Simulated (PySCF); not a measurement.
Planning an excited-state job on `C[C@@]12C[C@@H]1[C@@H]2Cl`.

Method: TDDFT LDA/def2-SVPD, vertical, gas phase, core orbitals frozen in the response (PySCF 2.14.0, density-fitted response routines). Geometry: PBE0-D3(BJ)/def2-SVP. Work: 10 singlets by full TDDFT, 4 Tamm–Dancoff triplets, polarisability, ΔSCF ions, density fitting. The input is one job of a driver script: a line of settings, then coordinates in Å.

Input:
```
{"job": {"kind": "uv", "xc": "LDA", "basis": "def2-SVPD", "ip": true}, "charge": 0, "multiplicity": 1}
C      1.860800     1.587973     0.182153
C      1.851801     0.742505     1.406893
C      0.716383     0.185156     2.202209
C      1.779013    -0.724727     1.678550
C      2.953430     0.053291     2.106938
Cl     3.340932     0.342642     3.837086
H      1.893528     2.657731     0.441179
H      0.952660     1.416431    -0.416047
H      2.736490     1.366162    -0.446659
H      0.669108     0.375342     3.282083
H     -0.254372     0.151940     1.694426
H      1.712747    -1.597251     1.028697
H      3.888746    -0.083448     1.555605
```

Hardware: one thread of an Arm Neoverse V1 (shared host).

Problem. How large is the basis?

Solution. 183 functions for 54 electrons, with 676 fitting functions; the fitted three-index integrals, 676 × 183 × 184/2 numbers of 8 bytes, come to 87 MiB.

Problem. Which is nearest to the wall time?
A. 1.8 h
B. 14 s
C. 1.8 min
D. 15 min

Solution. C. The run took 1.8 min. The SCF took 14 cycles.

The SCF part of the output:
```
coarse grid: 11400 points
cycle   1  E = -651.1677827496  dE =  6.594e-01  |g| = 4.539e-01  |ddm| = 6.478e+00
cycle   2  E = -651.0974753343  dE =  7.031e-02  |g| = 6.883e-01  |ddm| = 1.623e+00
cycle   3  E = -651.2257082971  dE = -1.282e-01  |g| = 8.940e-02  |ddm| = 1.204e+00
cycle   4  E = -651.2275973586  dE = -1.889e-03  |g| = 3.726e-02  |ddm| = 3.102e-01
cycle   5  E = -651.2279176962  dE = -3.203e-04  |g| = 1.056e-02  |ddm| = 7.670e-02
cycle   6  E = -651.2279422246  dE = -2.453e-05  |g| = 3.794e-03  |ddm| = 2.831e-02
cycle   7  E = -651.2279458663  dE = -3.642e-06  |g| = 8.394e-04  |ddm| = 8.641e-03
final grid: 105392 points
cycle   8  E = -651.3224961726  dE = -5.589e-05  |g| = 3.750e-03  |ddm| = 1.901e-01
cycle   9  E = -651.3224905211  dE =  5.652e-06  |g| = 5.958e-03  |ddm| = 2.088e-02
cycle  10  E = -651.3224996124  dE = -9.091e-06  |g| = 1.008e-03  |ddm| = 1.188e-02
cycle  11  E = -651.3224998526  dE = -2.402e-07  |g| = 3.285e-04  |ddm| = 2.440e-03
cycle  12  E = -651.3224998769  dE = -2.432e-08  |g| = 7.685e-05  |ddm| = 6.343e-04
cycle  13  E = -651.3224998784  dE = -1.507e-09  |g| = 2.600e-05  |ddm| = 2.296e-04
cycle  14  E = -651.3224998786  dE = -1.551e-10  |g| = 7.759e-06  |ddm| = 5.768e-05
converged SCF energy = -651.3224998786
```

On the final grid dE counts from the start density on that grid.

Times come from a shared host and carry two figures at best.
